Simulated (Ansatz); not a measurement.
# Which is lower?

The two ends of one reaction step of AlH₄F, singlet (PBE0-D4/def2-TZVP).

A:

```
atom    x (Å)    y (Å)    z (Å)
 Al1  -0.5811  -0.3002   0.2709
  H2   1.1833   0.4508  -0.9177
  H3  -0.7126  -1.3230  -0.9226
  H4   0.1146  -0.6011   1.6542
  H5   1.4059   0.6482  -0.2227
  F6  -1.4102   1.1253   0.1379
```

B:

Al1  (0.028, -0.650, 0.138)
H2  (1.393, -0.043, -0.473)
H3  (-0.949, -1.416, -0.847)
H4  (-0.063, -0.835, 1.709)
H5  (0.211, 1.602, -0.437)
F6  (-0.620, 1.343, -0.090)
(Å)

Computed with Ansatz 0.2.0 (basis: def2-TZVPP); correlated methods freeze the cores. B3LYP uses VWN-RPA correlation.

**Question.** Which structure is lower at CCSD(T), and by how much? (To be estimated.)

**Answer.** By the calculation: A, by 136.4 kJ/mol (electronic energy, against the other). By their contacts, A is a complex of AlH₂F ([F][AlH2]) + H₂ and B is AlH₄F ([FH][AlH3]).

All methods give the same order:

```
      method  E(B) − E(A) (kJ/mol)
       SPW92                 120.8
      PBE-D4                 132.5
     BLYP-D4                 143.6
   r2SCAN-D4                 140.0
      B97M-V                 126.7
     PBE0-D4                 131.0
    B3LYP-D4                 141.2
  r2SCAN0-D4                 137.4
    BHLYP-D4                 139.9
CAM-B3LYP-D4                 138.7
     wB97X-V                 135.9
     wB97M-V                 135.8
      B2PLYP                 142.2
    PBE-QIDH                 134.8
  RPA on PBE                 133.7
          HF                 138.9
         MP2                 142.6
        CCSD                 136.4
     CCSD(T)                 136.4
```

T1 diagnostic: at most 0.012.

Labels in which every atom is bracketed show which atoms are joined, not bond orders.

For scale, one of the runs: CCSD(T)/def2-TZVPP, 129 basis functions (an equivalent command: `ansatz run in.yaml --threads 2`). Hardware: 2 CPU threads, shared host. Wall time 4.5 s; peak host memory 0.6 GiB.
